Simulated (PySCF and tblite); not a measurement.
4 constitutional isomers of C6H6:

```csv
isomer,SMILES
A,[CH:1]1=[CH:2][C@H:3]2[CH:4]=[CH:5][C@@H:6]12
B,[cH:1]1[cH:2][cH:3][cH:4][cH:5][cH:6]1
C,[CH2:1]=[C:2]1[CH:3]=[CH:4][CH:5]=[CH:6]1
D,[CH2:1]=[CH:2][CH:3]=[C:4]1[CH:5]=[CH:6]1
```

Measured ¹³C shifts of one of them (ppm against TMS, one entry a carbon; solvent THF-d8; Fulmer et al., Organometallics 2010, 29, 2176): 128.84, 128.84, 128.84, 128.84, 128.84, 128.84.

Each isomer is a Boltzmann average at 298.15 K over at most 6 conformers: GFN2-xTB geometries, energies B3LYP/def2-SVP (IEF-PCM, chloroform) (D3(BJ) added where defined), GIAO shieldings KT2/pcSseg-1 (IEF-PCM, chloroform), GFN2-xTB thermal terms. Programs: PySCF with density fitting and tblite.

Computed shifts in falling order:

```tsv
carbon	measured	A	B	C	D
1	128.84	145.6	124.3	150.6	136.5
2	128.84	145.6	124.3	131.0	135.2
3	128.84	145.6	124.3	131.0	134.7
4	128.84	145.6	124.3	126.7	116.5
5	128.84	58.2	124.3	120.2	99.4
6	128.84	58.2	124.3	120.2	85.0
```

Q: Which structure fits the measured spectrum?

A: After a straight-line fit of each column to the measured values (slope held to 0.85 to 1.15; an offset alone for few or close values), with errors scored by one-sided Student-t tails (width 2 ppm, 10 degrees of freedom):

```tsv
isomer	slope	mean error (ppm)	largest error	P (%)
A	1.000	38.84	58.3	0.0
B	1.000	0.00	0.0	100.0
C	1.000	7.61	20.7	0.0
D	1.000	17.58	32.9	0.0
```

The score favours B, which is the compound measured. Its computed assignment: ¹H (against TMS): 7.48 (H1/H2/H3/H4/…, 6H). ¹³C (against TMS): 124.3 (C1/C2/C3/C4/…).

Shifts are unscaled: against experiment ¹³C can be off by 15 ppm or more and ¹H by 0.8 ppm.
